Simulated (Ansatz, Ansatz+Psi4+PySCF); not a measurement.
```csv
atom,x (Å),y (Å),z (Å)
Si,0.0000,0.0000,0.0000
F,0.9891,0.9891,0.9891
F,0.9891,-0.9891,-0.9891
F,-0.9891,0.9891,-0.9891
F,-0.9891,-0.9891,0.9891
```

Basis set: cc-pVTZ (spherical functions). Correlated methods keep 9 orbitals frozen. Charge 0, multiplicity 1.

Computed with Ansatz (development build ahead of 0.2.0); each method stands on the lowest determinant of its kind that the runs found. Restricted open shells among the atoms or ions are ROHF, correlated in semicanonical orbitals with singles.

Question: Give the atomization energy at this shape (free ground-state atoms in the same class of orbitals less the molecule, no zero-point energy) of singlet SiF₄ by RHF-MP2, RHF.

Answer:

| method | atomization energy |
| --- | --- |
| RHF-MP2 | 23.76 eV |
| RHF | 16.77 eV |

Caution: no unrestricted run beside it, a lower state can exist; the shape is not the minimum.
